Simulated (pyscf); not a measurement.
Thermochemistry of product channels of Cl–Zr(Cl)(Cl)–Cl + H• on the doublet surface, in eV, from ωB97M-D3(BJ)/def2-TZVP energies (ideal gas, 1 atm, RRHO with modes under 100 cm⁻¹ raised to 100, one conformer, R ln 2 for rigid chiral ones). PySCF, gas phase, ωB97X-D3(BJ)/def2-SVP geometries.

```tsv
products	ΔE	ΔH(298 K)	ΔG(600 K)	ΔG(900 K)
HCl + Cl–Zr–Cl [triplet] + Cl•	+5.57	+5.68	+4.63	…
HCl + [Cl–Zr(Cl)–Cl]•	…	+0.40	+0.13	+0.02
```

**Question.** What belongs in the gaps?

**Answer.** 
- HCl + Cl–Zr–Cl [triplet] + Cl•, ΔG(900 K): +4.15
- HCl + [Cl–Zr(Cl)–Cl]•, ΔE: +0.28

These are energies of the channels, which say nothing of barriers. Left out: orbital degeneracy and the spin-orbit lowering of Cl. Open-shell species with a d-block atom are single-reference here; other states, and whether the spin sits on metal or ligand, were not checked. Elements past Kr carry the def2 core potentials, without spin-orbit coupling.
